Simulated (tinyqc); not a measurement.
Orbital energy against energy difference: ionisation energy by orbital energies and by energy differences in the cc-pvdz basis, for HF, spin multiplicity 1. Computed by the program tinyqc with PySCF. The cation is unrestricted; errors are against CCSD(T) in this basis, not against experiment.

Geometry (angstrom):

| atom | x | y | z |
|---|---|---|---|
| F | 0.0000 | 0.0000 | 0.0000 |
| H | 0.0000 | 0.0000 | 0.8890 |

CCSD(T) difference in the same basis = 15.5562 eV

IP-EOM-CCSD = 15.3213 eV

First vertical ionisation energy (eV):

| method | -e(HOMO) | E(cation) - E | error of -e(HOMO) | error of the difference |
|---|---|---|---|---|
| HF | 17.191 | 14.28747 | 1.635 | -1.269 |
| LDA | 8.504 | 16.30216 | -7.052 | 0.746 |
| PBE | 8.375 | 15.87840 | -7.181 | 0.322 |
| B3LYP | 10.421 | 15.93078 | -5.135 | 0.375 |
| PBE0 | 10.866 | 15.80252 | -4.691 | 0.246 |
| CAM-B3LYP | 12.371 | 15.92143 | -3.185 | 0.365 |
| LC-wPBE | 13.719 | 15.98454 | -1.837 | 0.428 |

What does the comparison show, and why?

Koopmans errs by +1.63 eV and Delta-HF by -1.27 eV: relaxation, 2.90 eV, lowers the value and the missing correlation difference works against it. The PBE level is off by -7.2 eV through the wrong tail of its potential, though its energy difference is off by +0.32 eV; exact exchange deepens the level, and among the orbital energies HF comes closest; among the differences PBE0 does.
